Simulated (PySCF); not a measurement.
C₃H₉N, charge +1, multiplicity 2. Atoms are numbered in the order given.

```xyz
13

C     -1.3771    -0.4330     0.0000
N      0.0000     0.0000     0.0000
C      0.3135     1.4091     0.0000
C      1.0636    -0.9761     0.0000
H     -1.5591    -1.0641    -0.8894
H     -2.0556     0.4279     0.0000
H     -1.5591    -1.0641     0.8894
H     -0.1419     1.8823    -0.8894
H      1.3983     1.5663     0.0000
H     -0.1419     1.8823     0.8894
H      1.7011    -0.8182    -0.8894
H      1.7011    -0.8182     0.8894
H      0.6573    -1.9941     0.0000
```
Charge +1, spin multiplicity 2.

Geometry optimised at B3LYP-D3(BJ)/def2-SVP. The multiplicity is an assumed one; other spin states were not compared.

All values below come from IEF-PCM-PBE0/def2-SVP (PySCF).

The values are the electrostatic part of the solvation free energy, E(continuum) − E(gas) at the gas-phase geometry, in a cavity of scaled van der Waals radii (PySCF's table); cavitation and dispersion terms are not included.

```tsv
solvent	ε	ΔG(elec) (kcal/mol)
water	78.36	-58.7
ethanol	24.85	-57.1
acetonitrile	35.69	___
```

Q: Fill in the missing entries. (An estimate is asked for; the answer gives what the named calculation found.)

A: 
- acetonitrile, ΔG(elec) (kcal/mol): -57.8
